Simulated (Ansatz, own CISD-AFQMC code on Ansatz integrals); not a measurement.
C2H3F, SMILES `C[C]F` (lower singlet) (charge 0, multiplicity 1). This singlet lies 0.87 eV below the relaxed triplet at the level frozen-core CCSD(T)/cc-pVTZ // B3LYP-D3(BJ)/def2-TZVP (Ansatz).

Cartesian coordinates (Å):
```xyz
6

C     -0.4144     0.0382    -0.0019
C      0.8668    -0.6895     0.1606
F      1.8481     0.1574    -0.1140
H     -1.0418    -0.5616    -0.6707
H     -0.9197    -0.0179     0.9707
H     -0.3391     1.0734    -0.3446
```
Charge 0, multiplicity 1.

Frozen-core correlation energies in cc-pVDZ at a geometry from B3LYP-D3(BJ)/def2-TZVP, on an HF energy of -176.82105 Ha (<S^2> = 0.00, restricted and unstable towards unrestricted orbitals). Wave-function levels are from Ansatz, the walk from an own CISD-AFQMC code on Ansatz integrals (time step 0.005/Ha, trial state from CCSD amplitudes, largest double 0.09).

```csv
level,correlation energy (mHa)
MP2,-439.0
CCSD,-472.6
CCSD(T),-485.2
CCSDT(Q),-487.2
```

Question: What correlation energy does phaseless AFQMC give, and where does it lie among these levels?

Answer: -486.6 ± 0.4 mHa (one standard error). AFQMC minus each level: MP2 -47.6 mHa, CCSD -14.0 mHa, CCSD(T) -1.4 mHa, CCSDT(Q) +0.6 mHa.
